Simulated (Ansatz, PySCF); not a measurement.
Wanted: the gas-phase enthalpy of formation of c1ccoc1 at 298 K. Reaction (SMILES): c1ccoc1 + 4 C (CH4) + O (H2O) → 2 C=C (C2H4) + CC (C2H6) [ethane] + 2 CO (CH4O) [methanol]; bond separation energy.

Geometries: B3LYP-D3(BJ)/def2-TZVP minima from Ansatz (a first-principles code). Valence correlation only, unless marked. Open shells are spin-unrestricted. Spin-orbit coupling is left out. Non-relativistic. CBS(X,Y): correlation extrapolated as X^-3; Hartree-Fock from the larger set. The bracket is a focal-point correction in the basis named. Unstable Hartree-Fock reference: c1ccoc1. Thermal terms are rigid-rotor harmonic-oscillator values from B3LYP-D3(BJ) frequencies (PySCF) at 298.15 K and 1 atm. 1 Eh = 627.5095 kcal/mol. PBE is always shown; the other two functionals were drawn at random. The atomisation route leaves out scalar relativity and anharmonic zero-point terms, the atoms' spin-orbit terms, and in the frozen-core level the core correlation. Atomic data: G2/97 table in ASE.

Tabulated enthalpies of formation of the partners: C (CH4) -17.8 kcal/mol, ATcT 1.112; C=C (C2H4) 12.6 kcal/mol, ATcT 1.112; CC (C2H6) -20.0 kcal/mol, ATcT 1.112; CO (CH4O) -48.0 kcal/mol, ATcT 1.112; O (H2O) -57.8 kcal/mol, ATcT 1.112. G2/97 and CRC values are older and not checked against later work.

```csv
level,computed ΔH of the reaction (kcal/mol),ΔHf by atomisation and measured atoms (kcal/mol)
PBE/def2-TZVPD (Ansatz),49.7,-44.7
r2SCAN-D4/def2-TZVPD (Ansatz + dftd4),51.0,-14.8
wB97X-V/def2-TZVPD (Ansatz),45.3,-7.8
"RI-MP2/CBS(cc-pVTZ,cc-pVQZ)+[CCSD(T)-MP2]/cc-pVTZ (Ansatz)",45.3,-5.6
```

Q: Derive ΔHf from the reaction at each level, and compare how far the levels part by the two routes.

A: 
The partners sum to 38.2 kcal/mol (products minus other reactants), so ΔHf = (38.2 - ΔH):
- PBE/def2-TZVPD: -11.5; errors -3.2 by the reaction, -36.4 by atomisation
- r2SCAN-D4/def2-TZVPD: -12.8; errors -4.5 by the reaction, -6.5 by atomisation
- wB97X-V/def2-TZVPD: -7.1; errors +1.2 by the reaction, +0.5 by atomisation
- RI-MP2/CBS(cc-pVTZ,cc-pVQZ)+[CCSD(T)-MP2]/cc-pVTZ: -7.1; errors +1.2 by the reaction, +2.7 by atomisation
All levels span 5.7 kcal/mol by the reaction and 39.1 by atomisation; without PBE they span 5.7 and 9.2. The errors are against the measured -8.3 kcal/mol (G2/97 table).
